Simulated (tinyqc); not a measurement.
Worked calculation: MP2 on RHF in the sto-6g basis, frozen core, for BH2+, spin multiplicity 1. Computed by tinyqc, a small Python program that keeps every step (integrals from PySCF). Settings: charge = 1, multiplicity = 1, basis = sto-6g, method = RHF, frozen orbitals = 1, energy threshold = 1e-10, iteration cap = 58, orthogonalisation = symmetric, start = Wolfsberg-Helmholz matrix, DIIS depth = 6. Command: `OMP_NUM_THREADS=1 python tinyqc.py 26717 26718 out.jsonl` (the two numbers bound the seeds that draw the settings). One thread of a shared host (Intel(R) Xeon(R) Processor @ 2.60GHz), about 0.2 s of CPU time with the checks. The early iterations of the SCF are left out here.

## One-electron integrals

Geometry (angstrom):
```
atom         x          y         z
B     0.000000   0.000000  0.000000
H     0.000000   1.222000  0.476000
H     0.000000  -1.222000  0.476000
```

Basis sto-6g: exponents (1/bohr^2) and contraction coefficients of normalised primitives:
```
element  l (shell)    exponent  coefficient
B            s (1)  506.011147     0.009164
B            s (1)   92.776814     0.049362
B            s (1)   25.955658     0.168538
B            s (1)    8.916445     0.370563
B            s (1)    3.462507     0.416492
B            s (1)    1.426054     0.130334
B            s (2)   23.194575    -0.013253
B            s (2)    4.590810    -0.046992
B            s (2)    1.426819    -0.033785
B            s (2)    0.548948     0.250242
B            s (2)    0.238410     0.595117
B            s (2)    0.109280     0.240706
B            p (3)   23.194575     0.003760
B            p (3)    4.590810     0.037679
B            p (3)    1.426819     0.173897
B            p (3)    0.548948     0.418036
B            p (3)    0.238410     0.425859
B            p (3)    0.109280     0.101708
H            s (1)   35.523221     0.009164
H            s (1)    6.513144     0.049361
H            s (1)    1.822143     0.168538
H            s (1)    0.625955     0.370563
H            s (1)    0.243077     0.416492
H            s (1)    0.100112     0.130334
```

Overlap, kinetic and nuclear-attraction integrals over the contracted functions; the nuclear repulsion is the sum of Za Zb / Rab.

nuclear repulsion = 4.25162358 hartree

overlap S, lower triangle:
```
           1B 1s     1B 2s    1B 2px     1B 2py    1B 2pz     2H 1s     3H 1s
1B 1s   1.000000
1B 2s   0.264891  1.000000
1B 2px  0.000000  0.000000  1.000000
1B 2py  0.000000  0.000000  0.000000   1.000000
1B 2pz  0.000000  0.000000  0.000000   0.000000  1.000000
2H 1s   0.052536  0.415535  0.000000   0.414896  0.161613  1.000000
3H 1s   0.052536  0.415535  0.000000  -0.414896  0.161613  0.057515  1.000000
```

kinetic energy T (hartree), lower triangle:
```
            1B 1s     1B 2s    1B 2px     1B 2py    1B 2pz      2H 1s     3H 1s
1B 1s   10.947243
1B 2s   -0.333880  0.374498
1B 2px   0.000000  0.000000  1.125026
1B 2py   0.000000  0.000000  0.000000   1.125026
1B 2pz   0.000000  0.000000  0.000000   0.000000  1.125026
2H 1s   -0.011529  0.060585  0.000000   0.164237  0.063975   0.768522
3H 1s   -0.011529  0.060585  0.000000  -0.164237  0.063975  -0.010546  0.768522
```

nuclear attraction V (hartree), lower triangle:
```
             1B 1s      1B 2s     1B 2px     1B 2py     1B 2pz      2H 1s      3H 1s
1B 1s   -24.198741
1B 2s    -2.957962  -4.539288
1B 2px    0.000000   0.000000  -4.471672
1B 2py    0.000000   0.000000   0.000000  -4.647368
1B 2pz   -0.011677  -0.102043   0.000000   0.000000  -4.498331
2H 1s    -0.646890  -1.618016   0.000000  -1.531189  -0.611744  -3.456007
3H 1s    -0.646890  -1.618016   0.000000   1.531189  -0.611744  -0.221525  -3.456007
```

core Hamiltonian H = T + V (hartree), lower triangle:
```
             1B 1s      1B 2s     1B 2px     1B 2py     1B 2pz      2H 1s      3H 1s
1B 1s   -13.251498
1B 2s    -3.291842  -4.164790
1B 2px    0.000000   0.000000  -3.346646
1B 2py    0.000000   0.000000   0.000000  -3.522342
1B 2pz   -0.011677  -0.102043   0.000000   0.000000  -3.373304
2H 1s    -0.658419  -1.557431   0.000000  -1.366951  -0.547769  -2.687485
3H 1s    -0.658419  -1.557431   0.000000   1.366951  -0.547769  -0.232071  -2.687485
```

## Two-electron integrals

Functions are numbered as in S; the eight-fold symmetry (ij|kl) = (ji|kl) = (kl|ij) leaves the list below.

Two-electron integrals (ij|kl) in chemists' order, unique and non-zero (hartree):
```
(11|11) 2.924993    (21|11) 0.480756    (21|21) 0.099484    (22|11) 0.743449
(22|21) 0.188967    (22|22) 0.544922    (31|31) 0.021096    (32|31) 0.030854
(32|32) 0.120443    (33|11) 0.743450    (33|21) 0.188967    (33|22) 0.544922
(33|33) 0.587109    (41|41) 0.021096    (42|41) 0.030854    (42|42) 0.120443
(43|43) 0.031641    (44|11) 0.743450    (44|21) 0.188967    (44|22) 0.544922
(44|33) 0.523827    (44|44) 0.587109    (51|51) 0.021096    (52|51) 0.030854
(52|52) 0.120443    (53|53) 0.031641    (54|54) 0.031641    (55|11) 0.743450
(55|21) 0.188967    (55|22) 0.544922    (55|33) 0.523827    (55|44) 0.523827
(55|55) 0.587109    (61|11) 0.098772    (61|21) 0.019800    (61|22) 0.037293
(61|33) 0.037090    (61|41) 0.001450    (61|42) 0.002766    (61|44) 0.037619
(61|51) 0.000565    (61|52) 0.001078    (61|54) 0.000206    (61|55) 0.037170
(61|61) 0.004089    (62|11) 0.237869    (62|21) 0.061499    (62|22) 0.195269
(62|33) 0.189713    (62|41) 0.006706    (62|42) 0.039588    (62|44) 0.204184
(62|51) 0.002612    (62|52) 0.015421    (62|54) 0.005637    (62|55) 0.191909
(62|61) 0.013002    (62|62) 0.097396    (63|31) 0.006418    (63|32) 0.029220
(63|43) 0.007392    (63|53) 0.002879    (63|63) 0.010615    (64|11) 0.210016
(64|21) 0.055062    (64|22) 0.184054    (64|33) 0.174397    (64|41) 0.011533
(64|42) 0.063080    (64|44) 0.201500    (64|51) 0.001992    (64|52) 0.013189
(64|54) 0.007678    (64|55) 0.176266    (64|61) 0.012233    (64|62) 0.107359
(64|64) 0.126496    (65|11) 0.081807    (65|21) 0.021448    (65|22) 0.071694
(65|33) 0.067932    (65|41) 0.001992    (65|42) 0.013189    (65|44) 0.072731
(65|51) 0.007194    (65|52) 0.034358    (65|54) 0.009261    (65|55) 0.074419
(65|61) 0.004765    (65|62) 0.041819    (65|64) 0.045138    (65|65) 0.028198
(66|11) 0.399588    (66|21) 0.105485    (66|22) 0.378053    (66|33) 0.355851
(66|41) 0.013805    (66|42) 0.107912    (66|44) 0.413683    (66|51) 0.005378
(66|52) 0.042034    (66|54) 0.022527    (66|55) 0.364626    (66|61) 0.022828
(66|62) 0.242557    (66|64) 0.290453    (66|65) 0.113139    (66|66) 0.774999
(71|11) 0.098772    (71|21) 0.019800    (71|22) 0.037293    (71|33) 0.037090
(71|41) -0.001450   (71|42) -0.002766   (71|44) 0.037619    (71|51) 0.000565
(71|52) 0.001078    (71|54) -0.000206   (71|55) 0.037170    (71|61) 0.003870
(71|62) 0.011621    (71|64) 0.009923    (71|65) 0.004271    (71|66) 0.019757
(71|71) 0.004089    (72|11) 0.237869    (72|21) 0.061499    (72|22) 0.195269
(72|33) 0.189713    (72|41) -0.006706   (72|42) -0.039588   (72|44) 0.204184
(72|51) 0.002612    (72|52) 0.015421    (72|54) -0.005637   (72|55) 0.191909
(72|61) 0.011621    (72|62) 0.060853    (72|64) 0.050551    (72|65) 0.025494
(72|66) 0.113647    (72|71) 0.013002    (72|72) 0.097396    (73|31) 0.006418
(73|32) 0.029220    (73|43) -0.007392   (73|53) 0.002879    (73|63) 0.005861
(73|73) 0.010615    (74|11) -0.210016   (74|21) -0.055062   (74|22) -0.184054
(74|33) -0.174397   (74|41) 0.011533    (74|42) 0.063080    (74|44) -0.201500
(74|51) -0.001992   (74|52) -0.013189   (74|54) 0.007678    (74|55) -0.176266
(74|61) -0.009923   (74|62) -0.050551   (74|64) -0.037582   (74|65) -0.020823
(74|66) -0.091070   (74|71) -0.012233   (74|72) -0.107359   (74|74) 0.126496
(75|11) 0.081807    (75|21) 0.021448    (75|22) 0.071694    (75|33) 0.067932
(75|41) -0.001992   (75|42) -0.013189   (75|44) 0.072731    (75|51) 0.007194
(75|52) 0.034358    (75|54) -0.009261   (75|55) 0.074419    (75|61) 0.004271
(75|62) 0.025494    (75|64) 0.020823    (75|65) 0.016305    (75|66) 0.049541
(75|71) 0.004765    (75|72) 0.041819    (75|74) -0.045138   (75|75) 0.028198
(76|11) 0.033076    (76|21) 0.008506    (76|22) 0.026855    (76|33) 0.026228
(76|44) 0.027322    (76|51) 0.000637    (76|52) 0.003663    (76|55) 0.027014
(76|61) 0.001710    (76|62) 0.010856    (76|64) 0.010568    (76|65) 0.005087
(76|66) 0.023853    (76|71) 0.001710    (76|72) 0.010856    (76|74) -0.010568
(76|75) 0.005087    (76|76) 0.001538    (77|11) 0.399588    (77|21) 0.105485
(77|22) 0.378053    (77|33) 0.355851    (77|41) -0.013805   (77|42) -0.107912
(77|44) 0.413683    (77|51) 0.005378    (77|52) 0.042034    (77|54) -0.022527
(77|55) 0.364626    (77|61) 0.019757    (77|62) 0.113647    (77|64) 0.091070
(77|65) 0.049541    (77|66) 0.216372    (77|71) 0.022828    (77|72) 0.242557
(77|74) -0.290453   (77|75) 0.113139    (77|76) 0.023853    (77|77) 0.774999
```

## Orthogonalisation

S = U s U^T; symmetric (Loewdin) form X = U s^(-1/2) U^T, so that X^T S X = 1.

eigenvalues of S: 0.369529  0.383787  0.886674  1.000000  1.070165  1.558699  1.731146

X, lower triangle:
```
            1B 1s      1B 2s    1B 2px     1B 2py     1B 2pz      2H 1s     3H 1s
1B 1s    1.030139
1B 2s   -0.157742   1.211374
1B 2px   0.000000   0.000000  1.000000
1B 2py   0.000000   0.000000  0.000000   1.187679
1B 2pz  -0.007215   0.069575  0.000000   0.000000   1.026365
2H 1s    0.023158  -0.273737  0.000000  -0.287171  -0.104164   1.196664
3H 1s    0.023158  -0.273737  0.000000   0.287171  -0.104164  -0.030824  1.196664
```

## Iteration 7 (converged): orbitals

converged F (hartree), lower triangle:
```
            1B 1s      1B 2s     1B 2px     1B 2py     1B 2pz      2H 1s      3H 1s
1B 1s   -8.034416
1B 2s   -2.235066  -1.382443
1B 2px   0.000000   0.000000  -0.166161
1B 2py   0.000000   0.000000   0.000000  -0.621656
1B 2pz   0.007118  -0.084953   0.000000   0.000000  -0.199377
2H 1s   -0.448209  -0.647033   0.000000  -0.497318  -0.159071  -0.646874
3H 1s   -0.448209  -0.647033   0.000000   0.497318  -0.159071  -0.096351  -0.646874
```

Diagonalise F' = X^T F X, C = X C', fill 3 alpha and 3 beta electrons from the bottom; D = 2 C_occ C_occ^T. Each column has its largest component positive (the first on a tie).

F' = X^T F X (hartree), lower triangle:
```
           1          2          3          4          5          6          7
1  -7.868339
2  -1.100542  -0.708278
3   0.000000   0.000000  -0.166161
4   0.000000   0.000000   0.000000  -0.289222
5   0.003726   0.017717   0.000000   0.000000  -0.157827
6  -0.044948  -0.364962   0.000000  -0.400961  -0.121356  -0.279681
7  -0.044948  -0.364962   0.000000   0.400961  -0.121356  -0.048877  -0.279681
```

orbital energies (hartree): MO1 -8.036219, MO2 -0.958431, MO3 -0.827809, MO4 -0.216320, MO5 -0.166161, MO6 0.147969, MO7 0.307783

coefficients C:
```
              MO1        MO2        MO3        MO4       MO5        MO6        MO7
1B 1s    0.995328  -0.227919   0.000000   0.110914  0.000000  -0.179628   0.000000
1B 2s    0.018399   0.692563   0.000000  -0.486805  0.000000   0.964392   0.000000
1B 2px   0.000000   0.000000   0.000000   0.000000  1.000000   0.000000   0.000000
1B 2py   0.000000   0.000000   0.581459   0.000000  0.000000   0.000000   1.112394
1B 2pz   0.000190   0.082985   0.000000   0.850477  0.000000   0.591456   0.000000
2H 1s   -0.003076   0.303177   0.389531   0.227839  0.000000  -0.788716  -0.827101
3H 1s   -0.003076   0.303177  -0.389531   0.227839  0.000000  -0.788716   0.827101
```

D after iteration 7, lower triangle:
```
            1B 1s     1B 2s    1B 2px     1B 2py    1B 2pz      2H 1s     3H 1s
1B 1s    2.085248
1B 2s   -0.279070  0.959965
1B 2px   0.000000  0.000000  0.000000
1B 2py   0.000000  0.000000  0.000000   0.676189
1B 2pz  -0.037449  0.114952  0.000000   0.000000  0.013773
2H 1s   -0.144323  0.419826  0.000000   0.452993  0.050317   0.487321
3H 1s   -0.144323  0.419826  0.000000  -0.452993  0.050317  -0.119617  0.487321
```

## Convergence

Stop when the energy changes by less than 1e-10 hartree and every element of the error matrix X^T (F D S - S D F) X is below 3e-06.

Course of the cycle:
```
iteration   E (hartree)     change  largest element of the error matrix
1          -25.32425368          -                             3.11e-01
2          -25.37900979  -5.48e-02                             4.59e-02
3          -25.38546334  -6.45e-03                             1.37e-02
4          -25.38606924  -6.06e-04                             1.82e-04
5          -25.38606930  -6.56e-08                             1.01e-05
6          -25.38606930  -2.34e-10                             1.10e-06
7          -25.38606930  -2.32e-12                             7.60e-08
```

PySCF RHF in the same basis = -25.38606930 hartree

Converged in 7 iterations.

## Integrals over molecular orbitals

(pq|rs) = sum C_ip C_jq C_kr C_ls (ij|kl), one index at a time.

one-electron integrals over orbitals h = C^T H C (hartree), lower triangle:
```
            1          2          3          4          5          6          7
1  -13.241579
2    0.293172  -3.399188
3    0.000000   0.000000  -3.174467
4   -0.158336   0.114900   0.000000  -3.255442
5    0.000000   0.000000   0.000000   0.000000  -3.346646
6    0.213492  -0.507686   0.000000  -0.245589   0.000000  -2.699363
7    0.000000   0.000000  -0.565944   0.000000   0.000000   0.000000  -2.687373
```

Two-electron integrals over orbitals (pq|rs), unique and non-zero (hartree); the lowest 1 orbital is frozen and left out:
```
(22|22) 0.463172    (32|32) 0.142850    (33|22) 0.457664    (33|33) 0.477657
(42|22) 0.014211    (42|33) 0.014321    (42|42) 0.072503    (43|32) 0.024149
(43|43) 0.029849    (44|22) 0.446533    (44|33) 0.426724    (44|42) -0.072713
(44|44) 0.577527    (52|52) 0.075429    (53|53) 0.018837    (54|52) -0.028882
(54|54) 0.039984    (55|22) 0.470099    (55|33) 0.435134    (55|42) -0.037159
(55|44) 0.508668    (55|55) 0.587109    (62|22) 0.047302    (62|33) 0.009053
(62|42) -0.003063   (62|44) 0.063667    (62|55) 0.100779    (62|62) 0.088394
(63|32) -0.069355   (63|43) -0.025775   (63|63) 0.078861    (64|22) 0.024358
(64|33) 0.002621    (64|42) 0.006434    (64|44) 0.035234    (64|55) 0.038976
(64|62) 0.049474    (64|64) 0.034900    (65|52) 0.051790    (65|54) -0.010428
(65|65) 0.042938    (66|22) 0.464506    (66|33) 0.462027    (66|42) 0.053351
(66|44) 0.408720    (66|55) 0.440984    (66|62) 0.028939    (66|64) 0.020203
(66|66) 0.513116    (72|32) -0.013656   (72|43) -0.029102   (72|63) 0.051610
(72|72) 0.054333    (73|22) 0.045434    (73|33) 0.026271    (73|42) -0.048528
(73|44) 0.103246    (73|55) 0.109814    (73|62) 0.073881    (73|64) 0.036072
(73|66) -0.003361   (73|73) 0.108246    (74|32) -0.064896   (74|43) 0.004219
(74|63) 0.038921    (74|72) 0.004149    (74|74) 0.049774    (75|53) 0.016698
(75|75) 0.018455    (76|32) 0.120777    (76|43) 0.036369    (76|63) -0.083260
(76|72) -0.040510   (76|74) -0.054894   (76|76) 0.130150    (77|22) 0.461696
(77|33) 0.479828    (77|42) -0.002183   (77|44) 0.458787    (77|55) 0.457358
(77|62) 0.011623    (77|64) 0.000183    (77|66) 0.474028    (77|73) 0.036645
(77|77) 0.509936
```

## Second-order Moller-Plesset energy

Hartree-Fock energy = -25.38606930 hartree

E2 = sum_ijab (ia|jb) [2 (ia|jb) - (ib|ja)] / (e_i + e_j - e_a - e_b) over occupied i, j and virtual a, b; the opposite-spin part is (ia|jb)^2 / denominator, the rest is same-spin, and SCS-MP2 scales them by 6/5 and 1/3.

Terms:
```
i  j  a  b    (ia|jb)    (ib|ja)  denominator       term
3  3  7  7   0.108246   0.108246    -2.271184  -0.005159
2  2  5  5   0.075429   0.075429    -1.584540  -0.003591
2  2  4  4   0.072503   0.072503    -1.484222  -0.003542
2  2  6  6   0.088394   0.088394    -2.212799  -0.003531
3  3  6  6   0.078861   0.078861    -1.951555  -0.003187
2  3  6  7   0.073881   0.051610    -2.241992  -0.003169
3  2  7  6   0.073881   0.051610    -2.241992  -0.003169
2  3  4  7  -0.048528  -0.029102    -1.877703  -0.001756
3  2  7  4  -0.048528  -0.029102    -1.877703  -0.001756
2  2  7  7   0.054333   0.054333    -2.532428  -0.001166
3  3  4  4   0.029849   0.029849    -1.222978  -0.000729
3  2  6  7   0.051610   0.073881    -2.241992  -0.000675
2  3  7  6   0.051610   0.073881    -2.241992  -0.000675
3  3  4  6  -0.025775  -0.025775    -1.587267  -0.000419
3  3  6  4  -0.025775  -0.025775    -1.587267  -0.000419
3  3  5  5   0.018837   0.018837    -1.323296  -0.000268
3  2  4  7  -0.029102  -0.048528    -1.877703  -0.000150
2  3  7  4  -0.029102  -0.048528    -1.877703  -0.000150
2  2  4  6  -0.003063  -0.003063    -1.848511  -0.000005
2  2  6  4  -0.003063  -0.003063    -1.848511  -0.000005
```

Pair energies (hartree; pair i-j sums ij and ji):
```
pair  opposite spin  same spin
2-2       -0.011839          0
3-2       -0.010656  -0.000844
3-3       -0.010180          0
```

MP2 correlation energy = -0.03351904 hartree

SCS-MP2 correlation energy = -0.03949103 hartree

MP2 total energy = -25.41958835 hartree
